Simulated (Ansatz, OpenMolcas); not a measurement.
## How methods differ on CH4Si (SMILES C=[SiH2])

CH4Si: 6 atoms, total charge 0, spin state singlet. As SMILES, `C=[SiH2]`. The coordinates come from a GFN2-xTB relaxation.

```xyz
6

C    -0.7387   -0.5472   -0.2651
Si    0.6113    0.4518    0.2183
H    -1.4085   -0.9966    0.4481
H    -0.9629   -0.7582   -1.2967
H     0.9530    0.7660    1.6007
H     1.5459    1.0842   -0.7053
```

Each level gives the energy change with the Si2–H6 bond stretched from 1.458 to 1.823 Å (eV). The values are calculated.

```json
{"level": "BLYP/STO-3G (restricted)", "kind": "GGA", "program": "Ansatz", "value (eV)": "1.04", "less FCI/STO-3G": "-0.09", "CPU time (all runs)": "2.1 s"}
{"level": "PBE0/STO-3G (restricted)", "kind": "global hybrid", "program": "Ansatz", "value (eV)": "1.21", "less FCI/STO-3G": "+0.08", "CPU time (all runs)": "2.1 s"}
{"level": "CAM-B3LYP/STO-3G (restricted)", "kind": "range-separated hybrid", "program": "Ansatz", "value (eV)": "1.25", "less FCI/STO-3G": "+0.12", "CPU time (all runs)": "2.5 s"}
{"level": "HSE06/STO-3G (restricted)", "kind": "range-separated hybrid", "program": "Ansatz", "value (eV)": "1.21", "less FCI/STO-3G": "+0.08", "CPU time (all runs)": "2.6 s"}
{"level": "MP2/STO-3G (restricted)", "kind": "perturbation theory", "program": "OpenMolcas", "value (eV)": "1.31", "less FCI/STO-3G": "+0.18", "CPU time (all runs)": "3.3 s"}
{"level": "ACPF/STO-3G (restricted)", "kind": "coupled cluster or CI", "program": "OpenMolcas", "value (eV)": "1.13", "less FCI/STO-3G": "0.00", "CPU time (all runs)": "3.5 s"}
{"level": "CCSDT(Q)/STO-3G (restricted)", "kind": "coupled cluster or CI", "program": "Ansatz", "value (eV)": "1.12", "less FCI/STO-3G": "-0.01", "CPU time (all runs)": "0.56 s"}
{"level": "CCSDT/STO-3G (restricted)", "kind": "coupled cluster or CI", "program": "Ansatz", "value (eV)": "1.12", "less FCI/STO-3G": "-0.01", "CPU time (all runs)": "0.51 s"}
{"level": "FCI/STO-3G", "kind": "exact in the basis", "program": "Ansatz", "value (eV)": "1.13", "less FCI/STO-3G": "0.00", "CPU time (all runs)": "8.1 s"}
```

FCI/STO-3G is exact within its basis and frozen core, so for wave-function methods in that basis the difference is their error; functionals converge differently with the basis, so for them it is only a difference. The first shape isn't each level's own minimum. The values span 1.04 to 1.31 eV. All rows use very small basis sets, so even the best lies far from the true value. CPU times are rough (shared hosts, several kinds of processor): they show what a rung costs within a factor of a few.
